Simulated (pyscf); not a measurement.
Four-centre exchange: H₂C=SiH₂ + hydrogen chloride (HCl) → H₂C=SiH–Cl + hydrogen (H₂)

Gas phase, singlet surface, charge 0. Bonds broken: Si2–H5, Cl7–H8. Bonds formed: Si2–Cl7, H5–H8. Optimised with ωB97X-D3(BJ)/def2-SVP in PySCF.

Transition state (Å):

```xyz
8

C     -0.0944     1.0956    -0.0217
Si     0.0692    -0.4681     0.6072
H      0.7621     1.5298    -0.5477
H     -1.0498     1.6156    -0.1242
H     -0.9631    -0.7431     1.8503
H      1.2898    -1.1999     0.9871
Cl    -1.2124    -2.4127    -0.0564
H     -1.2718    -1.4952     1.2589
```

One imaginary mode, 1126i cm⁻¹; descent along it reached the two sides named, in the forms told below.

| bond | change | reactant side (Å) | saddle | product side |
|---|---|---|---|---|
| Si2–H5 | breaks | 1.481 | 1.639 | 3.4 |
| Cl7–H8 | breaks | 1.297 | 1.605 | 3.0 |
| Si2–Cl7 | forms | 3.7 | 2.422 | 2.049 |
| H5–H8 | forms | 3.4 | 1.005 | 0.760 |

Electronic energies relative to the separated reactants (kcal/mol):

| level | barrier | reaction energy | reverse barrier |
|---|---|---|---|
| ωB97X-D3(BJ)/def2-TZVP | 27.2 | -19.4 | 46.6 |
| PBE/def2-TZVP | 20.4 | -17.1 | 37.6 |
| r²SCAN/def2-TZVP | 22.0 | -18.7 | 40.7 |
| B3LYP-D3(BJ)/def2-TZVP | 26.9 | -17.3 | 44.2 |
| PBE0-D3(BJ)/def2-TZVP | 23.0 | -17.3 | 40.3 |
| M06-2X/def2-TZVP | 27.1 | -19.1 | 46.2 |
| ωB97M-D3(BJ)/def2-TZVP | 28.2 | -16.9 | 45.2 |
| HF/def2-TZVP | 46.0 | -13.6 | 59.6 |

With ωB97M-D3(BJ)/def2-TZVP energies and thermal terms (ideal gas, 1 atm, RRHO with modes under 100 cm⁻¹ raised to 100, one conformer, R ln 2 for chiral ones without a mode under 150 cm⁻¹), in kcal/mol:

```json
[
 {"T (K)": "298", "ΔH‡": "27.5", "ΔG‡": "36.6", "ΔH": "-18.1", "ΔG": "-17.0"},
 {"T (K)": "600", "ΔH‡": "27.4", "ΔG‡": "45.9", "ΔH": "-17.4", "ΔG": "-16.1"},
 {"T (K)": "900", "ΔH‡": "27.7", "ΔG‡": "55.1", "ΔH": "-16.9", "ΔG": "-15.6"},
 {"T (K)": "1200", "ΔH‡": "28.1", "ΔG‡": "64.2", "ΔH": "-16.6", "ΔG": "-15.3"}
]
```

On the reactant side the descent ends in a complex, 4.7 kcal/mol under the separated species and 31.9 kcal/mol under the saddle at ωB97X-D3(BJ)/def2-TZVP. The same reactants have a lower exit, to H₃C–SiH₂–Cl (barrier +3.2 kcal/mol at ωB97M-D3(BJ)/def2-TZVP, against +28.2 kcal/mol here). H₂C=SiH–Cl lies 13.7 kcal/mol over its isomer H₃C–Si:–Cl [singlet] (electronic energy, ωB97M-D3(BJ)/def2-TZVP). One saddle was located; it need not be the lowest between these sides.
